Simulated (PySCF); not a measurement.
# BSOH: stationary points from several starts

Which structure of BSOH lies lowest? The starts are linear and bent; the spin state tried: singlet. Each end point is tested by its vibrations.

Program: PySCF 2.14.0. Level of theory: PBE0, basis B def2-TZVP, S def2-TZVP, O def2-TZVP, H def2-TZVP, no relativity, density fitting. These are calculated values, not measurements.

## Step 1: Where the work starts

4 atoms, charge 0, spin multiplicity 1.

Bond lengths: B1–S2 1.720 Å, B1–O3 1.480 Å, O3–H4 0.960 Å. Angles: S2–B1–O3 180.0°, B1–O3–H4 130.0°.

```xyz
4
charge 0 multiplicity 1
B     0.0124    0.0000    0.4869
S     0.0124    0.0000   -1.2331
O     0.0124    0.0000    1.9669
H    -0.7230    0.0000    2.5840
```

## Step 2: Linear start, singlet: relaxation

One driver script runs all steps and calls PySCF; scf.py shows how it sets up the SCF of each step. The optimiser is the driver's own. Before each start the driver seeks the lowest SCF state from one or more starting densities and follows internal instabilities, so scf.py alone need not reach the same state.

The program finds Cs symmetry in the start, which this walk keeps. Threshold on the gradient: 0.0003 Eh/bohr, with a further test on the energy change.

The input, scf.py:

```python
from pyscf import gto, scf, dft
mol = gto.M(atom='''
B      0.012356     0.000000     0.486895
S      0.012356     0.000000    -1.233105
O      0.012356     0.000000     1.966895
H     -0.723044     0.000000     2.583995''',
    basis={'B': 'def2-TZVP', 'S': 'def2-TZVP', 'O': 'def2-TZVP', 'H': 'def2-TZVP'},
    charge=0, spin=0)
mf = dft.RKS(mol, xc='PBE0')
mf.grids.atom_grid = (50, 194)
aux = {'B': 'def2-universal-JKFIT', 'S': 'def2-universal-JKFIT', 'O': 'def2-universal-JKFIT', 'H': 'def2-universal-JKFIT'}
mf = mf.density_fit(auxbasis=aux)
mf.kernel()
```

Further steps of the session: Is it a minimum? Harmonic modes; Relaxation: bent start, singlet.

What does the calculation give? Wanted: lowest minimum; geometry; wavenumbers; dipole moment; highest occupied, lowest empty level; polar-tensor charge of B1; zero-point energy; atomisation energy.

**Answer**, as computed:

| quantity | value |
| --- | --- |
| lowest minimum | singlet, Cs |
| geometry | B–O 1.314 Å, B–S 1.617 Å, O–H 0.961 Å; B–O–H 118.3°, O–B–S 177.7° |
| wavenumbers (cm⁻¹) | 382 (a'), 423 (a''), 767 (a'), 882 (a'), 1674 (a'), 3892 (a') |
| dipole moment | 3.30 D |
| highest occupied, lowest empty level | -7.69, -0.31 eV |
| polar-tensor charge of B1 | +0.89 e |
| zero-point energy | 48.0 kJ/mol |
| entropy at 298.15 K | 254.6 J/(mol K) |
| atomisation energy (no zero-point energy) | 1636 kJ/mol |

In words: The lowest minimum found is the singlet of Cs symmetry. In the infrared the band at 1674 cm⁻¹ (a') leads. A search over typed starts can miss a lower isomer.
